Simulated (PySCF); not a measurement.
# Working out the electron affinity of C

C⁻ [He] 2s2 2p3 (4S) → C [He] 2s2 2p2 (3P). All numbers are calculated (PySCF 2.14, the non-relativistic Hamiltonian (point nucleus), in dyall-av2z (11s7p2d, 42 functions)). Frozen: 1s2; the 8 highest virtual orbitals dropped. Energies in hartree (1 hartree = 27.21139 eV):

```json
{"part": "UHF", "C⁻ (lower)": "-37.709175", "C (upper)": "-37.692285"}
{"part": "CCSD correlation", "C⁻ (lower)": "-0.104636", "C (upper)": "-0.081560"}
{"part": "(T)", "C⁻ (lower)": "-0.003582", "C (upper)": "-0.001499"}
```

Problem. What does Hartree-Fock give?

Solution. (-37.692285) − (-37.709175) = 0.016890 hartree = 0.460 eV.

Problem. What do CCSD and CCSD(T) give?

Solution. The CCSD correlation energies differ by 0.023076 hartree = 0.628 eV and the triples by 0.002083 hartree = 0.057 eV, so CCSD gives 1.088 eV and CCSD(T) 1.145 eV.

A first-order spin-orbit estimate adds -0.004 eV to CCSD(T) (valence), giving 1.141 eV against 1.262 eV (measured; photodetachment measurements, as compiled on the Wikipedia data page of electron affinities).

A double-zeta basis recovers only part of the correlation energy.

What remains against the reference includes basis incompleteness, the frozen core and higher excitations.
